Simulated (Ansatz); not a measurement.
Isolated molecules relaxed with PBE0-D4/def2-TZVP in Ansatz; ΔE leaves out vibrations. CCSD(T)/CBS adds triple-zeta CCSD(T) − MP2 to the extrapolated MP2 energy (def2 sets, frozen cores). This one scheme is used for every species. Functionals use def2-TZVPP. Each species was taken in one conformer, which may not be the lowest.

Consider the substitution at a C–C bond: `C=CC(F)F` + `CNC` → `C=CN(C)C` + `FCF`.

`C=CC(F)F`:

Cartesian coordinates in Å:
```
C 0.980 -0.987 -0.102
C 0.507 0.210 0.199
C -0.924 0.598 0.048
F -1.643 -0.365 -0.577
F -1.017 1.730 -0.705
H 0.335 -1.765 -0.492
H 2.029 -1.222 0.029
H 1.145 0.995 0.593
H -1.413 0.807 1.007
```

`CNC`:

Cartesian coordinates in Å:
```
C -0.890 -0.574 0.582
N -0.076 -0.380 -0.595
C 0.799 0.765 -0.488
H -1.489 -1.481 0.476
H -1.580 0.267 0.691
H -0.312 -0.649 1.520
H 0.469 -1.212 -0.777
H 0.198 1.678 -0.436
H 1.431 0.836 -1.375
H 1.451 0.749 0.403
```

`C=CN(C)C`:

Cartesian coordinates in Å:
```
C -1.436 0.928 1.179
C -0.325 0.189 1.080
N 0.455 -0.002 -0.033
C -0.007 0.543 -1.278
C 1.197 -1.233 -0.123
H -1.909 1.046 2.144
H -1.884 1.437 0.337
H 0.060 -0.316 1.962
H -0.214 1.610 -1.163
H 0.769 0.425 -2.036
H -0.926 0.055 -1.640
H 1.589 -1.497 0.860
H 2.043 -1.109 -0.804
H 0.587 -2.075 -0.485
```

`FCF`:

Cartesian coordinates in Å:
```
F 0.600 -1.055 -0.492
C 0.033 0.047 0.047
F -1.234 0.148 -0.412
H 0.006 -0.067 1.134
H 0.596 0.927 -0.277
```

CCSD(T)/CBS gives +0.03 eV.

(1) Another level gave -0.02 eV. Which?
A. PBE-D4/def2-TZVPP
B. HF/def2-TZVPP
C. CCSD(T)/def2-TZVPP
D. PBE0/def2-TZVPP

Largest T1 diagnostic among the species: 0.012.

## Answers

(1) D. PBE0 -0.02, CCSD(T)/def2-TZVPP 0.02, PBE-D4 -0.10, HF/def2-TZVPP 0.11 eV.

Leaving LDA and LC-ωPBE aside and taking each functional with its dispersion term where it has one, the values, not all of them listed here, spread over 0.15 eV, from revPBE-D4 to ωB97M-V. LDA lies −0.10 eV from PBE without D4. From PBE to PBE0 (25 % exact exchange), in def2-TZVPP and without D4, ΔE moves by +0.03 eV. The D4 term adds −0.06 eV with B3LYP and −0.04 eV with PBE0; it sums over pairs of atoms, weighted by their polarisabilities, and B3LYP, whose exchange is more repulsive, gets the larger term.

B3LYP here is the variant with VWN-RPA as its local correlation; programs differ in this.
